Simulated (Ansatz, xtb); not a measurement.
## CH5NSi−: where a starting geometry ends

The starting geometry of this gas-phase doublet has its atoms placed at random.

```yaml
atoms:
  - { symbol: C, position_ang: [-0.0183, -1.0886, -1.6645] }
  - { symbol: N, position_ang: [1.5139, 0.0398, -1.1458] }
  - { symbol: Si, position_ang: [-0.1594, 0.7726, 1.0280] }
  - { symbol: H, position_ang: [-1.7081, 0.9167, 0.7810] }
  - { symbol: H, position_ang: [0.1421, -0.4820, 0.5351] }
  - { symbol: H, position_ang: [-0.1332, 0.0411, 2.1342] }
  - { symbol: H, position_ang: [0.6243, 0.4424, -0.5980] }
  - { symbol: H, position_ang: [-0.9820, 1.5551, 0.4338] }
```

Guess where an optimisation with r2SCAN-D4/def2-SVPD ends from this start.

It falls apart into H4Si + CHN (formulas without charges). Distances that change by over a tenth: Si3–H5 (1.38 → 1.53 Å), Si3–H6 (1.33 → 1.52 Å), Si3–H7 (1.83 → 2.12 Å), Si3–H8 (1.28 → 1.52 Å). Contacts that close: C1–N2 (1.97 → 1.21 Å).

The energy falls by 10.40 eV over 23 steps:

```
step  E − E(last) (eV)
   1            10.404
   3             3.598
   6             0.955
   8             0.193
  11             0.071
  13             0.021
  16             0.002
  18             0.001
  21             0.000
  23             0.000
```

Final geometry (Å):

```csv
atom,x (Å),y (Å),z (Å)
C,1.2319,-1.0118,-1.9878
N,1.4903,-0.0349,-1.3299
Si,-0.7239,0.5636,0.9426
H,-1.9322,0.5654,1.8955
H,-1.0743,-0.6818,0.1350
H,0.3758,0.4909,1.9932
H,0.8479,0.3667,-0.4706
H,-0.9361,1.9391,0.3257
```

From the same start GFN2-xTB reaches the same bonding as this run.

From so rough a start the end depends on the optimiser's path, so another program may land elsewhere. No frequencies were run, so the end isn't proven a minimum. Open shells are spin-unrestricted. Run with Ansatz 0.2.0, 2.8 min on 2 threads of Arm Neoverse V1, on a shared host.
